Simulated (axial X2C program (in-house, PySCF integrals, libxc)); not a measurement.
# PCO⁺: bond lengths and stretches, held linear

The task here is to estimate one member of a computed series from the others.

Program: an in-house X2C program for linear molecules on PySCF integrals. Level of theory: all-electron X2C, two-component (2c) or spin-free, P dyall-v3z, C dyall-v3z, O dyall-av3z. These are calculated values, not measurements.

All values are calculated.

2 further runs of the same task are left out: 2 set aside as unsound or not needed.

The first run:

The input, task.json:

```json
{"zs": [15, 6, 8], "q": 1, "bas": ["dyall-v3z", "dyall-v3z", "dyall-av3z"], "r0": [1.81, 1.13], "symm": 0, "scan": ["PBE0", "HF", "B3LYP"], "levels": ["PBE0", "HF", "r2SCAN"], "nst": 2}
```

Keys: zs atomic numbers; q charge; bas basis sets; r0 starting distance in Å; symm equal bonds; scan levels of the two-bond scan; levels methods; nst determinants followed.

On the command line:

```bash
$ python solin.py task.json out
```

Masses P 30.974, C 12.000, O 15.995 u.

Steps of the session up to this table: Scan at PBE0, 2c; Scan at B3LYP, 2c; Scan at PBE0, spin-free.

One table of the session follows, with a row left open; its other results are not shown here.

| level | lower stretch (cm⁻¹) | upper stretch (cm⁻¹) |
| --- | --- | --- |
| PBE0, 2c | 558.8 | 2208.4 |
| B3LYP, 2c | 537.1 | 2164.1 |
| PBE0, spin-free | ? | ? |
| B3LYP, spin-free | 537.3 | 2164.2 |

**Question.** Estimate the row for PBE0, spin-free.

The run gave: lower stretch (cm⁻¹): 559.0; upper stretch (cm⁻¹): 2208.4. In the column «lower stretch (cm⁻¹)» it is the highest.

Scans not shown above were run alike.

The molecule was held linear; bending was not examined, so a bent shape may lie lower. Open-shell Ω = 0 determinants with evenly filled partner blocks cannot be reached by this program, so the Ω shown need not be the lowest component. Note: several unpaired electrons, one determinant need not be a pure state.
